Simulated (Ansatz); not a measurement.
Elastic constant C66 (GPa) of solids drawn from the class of tetrahedrally bonded semiconductors and semimetals, at two levels: PBE in Ansatz (PAW), and r²SCAN (Ansatz, an electronic-structure program, plane waves, PAW).

```tsv
solid	PBE	r²SCAN	shift (%)
wurtzite BN (high-pressure phase)	397	421	+6.0
wurtzite AlN	123	135	+9.8
2H-SiC	196	213	+8.7
wurtzite GaN	105	115	+9.5
wurtzite CdS	16.7	16.2	-3.0
wurtzite ZnO	40.6	40.6	0.0
```

The shifts run from -3.0 % to +9.8 %, with a median of +7.4 %.

Over all 6 rows r²SCAN is the larger in 4.

Ansatz's runs of these crystals have no spin polarisation.

Each level is taken at its own relaxed cell. Ansatz's density-functional and Hartree–Fock values are scalar-relativistic unless marked +SOC, with PAW data made under PBE.
